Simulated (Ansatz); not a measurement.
**Atomization energy of C₂H₆S, singlet, from cheap to dear**

Geometry (MP2(full)/6-31G*, from the G2/97 set):

```
atom    x (Å)    y (Å)    z (Å)
   C   0.0000   1.3667  -0.5855
   S   0.0000   0.0000   0.5925
   C   0.0000  -1.3667  -0.5855
   H   0.0000   2.2967  -0.0145
   H   0.8916   1.3457  -1.2164
   H  -0.8916   1.3457  -1.2164
   H   0.0000  -2.2967  -0.0145
   H  -0.8916  -1.3457  -1.2164
   H   0.8916  -1.3457  -1.2164
```

Measured, as an electronic atomization energy: 3209.4 kJ/mol (G2/97 heats of formation of molecule and atoms, with zero-point and thermal terms from B3LYP taken off; Curtiss et al., J. Chem. Phys. 106, 1063 (1997), Staroverov et al., J. Chem. Phys. 119, 12129 (2003)). The measured value holds scalar relativity and spin–orbit coupling, which all computed ones lack, and core correlation, which the wave-function levels lack. Atoms are taken at the same level; beside RHF, RMP2 and RCC rows they are unrestricted. Ansatz 0.2.0; the 6-31G* set has Cartesian d functions; a miss is computed less measured; times are wall times on shared hosts and scatter by a factor of two or so.

```tsv
level	basis	miss (kJ/mol)	time of the run	hardware
RHF	cc-pV(D+d)Z	-854.4	0.78 s	1 CPU thread
RMP2	cc-pV(D+d)Z	-218.5	–	–
RCCSD(T)	cc-pV(D+d)Z	-229.2	2 s	1 CPU thread
RCCSDT(Q)	cc-pV(D+d)Z	-227.4	4.9 s	H100 + 5 CPU threads
RHF	cc-pV(T+d)Z	-812.8	–	–
RMP2	cc-pV(T+d)Z	-56.1	–	–
RCCSD(T)	cc-pV(T+d)Z	-72.9	2 s	H100 + 5 CPU threads
RCCSDT(Q)	cc-pV(T+d)Z	-72.7	3.2 min	H100 + 5 CPU threads
RHF	cc-pV(Q+d)Z	-809.2	–	–
RMP2	cc-pV(Q+d)Z	-8.5	–	–
RCCSD(T)	cc-pV(Q+d)Z	-27.3	3.5 s	H100 + 5 CPU threads
```

HF's time is that of a plain UHF run. A dash: the level came out of a higher level's run.

A composite of the best parts (restricted reference, at this geometry, which isn't the minimum of the high levels):

```json
{"part": "Hartree–Fock limit (T, Q; exp(−5.46 √X))", "kJ/mol": "2401.31"}
{"part": "CCSD(T) correlation limit (T, Q; X⁻³)", "kJ/mol": "812.49"}
{"part": "CCSDT − CCSD(T) (TZ)", "kJ/mol": "-2.24"}
{"part": "(Q) (TZ)", "kJ/mol": "2.38"}
{"part": "sum", "kJ/mol": "3213.9"}
{"part": "sum less measured", "kJ/mol": "4.6"}
```
